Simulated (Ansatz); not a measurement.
# BH₂+ (singlet): wave-function methods side by side at distance B1–H2 = 1.179 Å, cc-pVQZ

An exercise on one series of results from a longer session: the logs are not shown, and one member is left open.

Computed with Ansatz 0.2.0, Gaussian basis. Level: cc-pVQZ, core rule «outside noble gas», up to 1 orbitals frozen.

The runs, in order: UHF; CCSD(T) on RHF; BCCD(T) on RHF; CCSDT(Q) on RHF; CASSCF and MRCISD+Q, 4 electrons in 6 orbitals; CASSCF and NEVPT2, 4 electrons in 6 orbitals; Full CI.

## The geometry

The geometry derives from a PBE0/def2-TZVP stationary point (not a proven minimum). One bond is set to the value named and the two fragments are kept rigid.

3 atoms, charge 1, spin multiplicity 1.

Atoms are counted from 1 here; the program's logs count them from 0.

Bond lengths: B1–H2 1.179 Å, B1–H3 1.179 Å. Angles: H2–B1–H3 180.0°.

The first run:

Contents of in.yaml:

```yaml
crystal:
  periodic: [false, false, false]
  atoms:
    - {symbol: B, position_ang: [0.000000, 0.000000, 0.000000]}
    - {symbol: H, position_ang: [0.000000, 0.000000, -1.179181]}
    - {symbol: H, position_ang: [0.000000, 0.000000, 1.179181]}
basis:
  gaussian: {orbitals: cc-pVQZ}
total_charge: 1
magnetization: {spin_polarized: true, initial_magnetization: 0}
hamiltonian: {xc: hf}
output: {orbitals: {seedname: orbitals}}
```

Launch:

```sh
ansatz run in.yaml --threads 1 --pin off --events-out ev --progress --plain --max-ram 4096MiB --backend cpu
```

Among the steps run: UHF; CCSD(T) on RHF; BCCD(T) on RHF; CCSDT(Q) on RHF; CASSCF and MRCISD+Q, 4 electrons in 6 orbitals; CASSCF and NEVPT2, 4 electrons in 6 orbitals; Full CI.

One of the session's tables, all rows but one given; the rest of the session is left out.

| method | from FCI (kcal/mol) |
| --- | --- |
| RHF | ? |
| RMP2 | +10.58 |
| RCCSD | +0.81 |
| RCCSD(T) | +0.16 |
| BCCD(T) | +0.16 |
| RCCSDT | +0.01 |
| RCCSDT(Q) | 0.00 |
| CASSCF valence | +30.15 |
| NEVPT2 valence | +5.69 |
| MRCISD valence | +0.36 |
| MRCISD+Q valence | -0.19 |
| FCI | 0 |

Estimate the missing values for RHF.

**Answer.** from FCI (kcal/mol): +56.52. In the column «from FCI (kcal/mol)» it is the highest.

Some runs used a GPU and others CPU threads alone; cost is compared among the GPU runs only.

To keep in mind: The yardstick is full CI for this spin, exact in this basis with these frozen cores. MRCISD+Q valence falls below full CI: the +Q correction isn't variational, and the cores differ from full CI's. Of the multireference levels listed MRCISD+Q valence comes nearest in total energy (-0.19 kcal/mol), which doesn't show that its space is the better one.
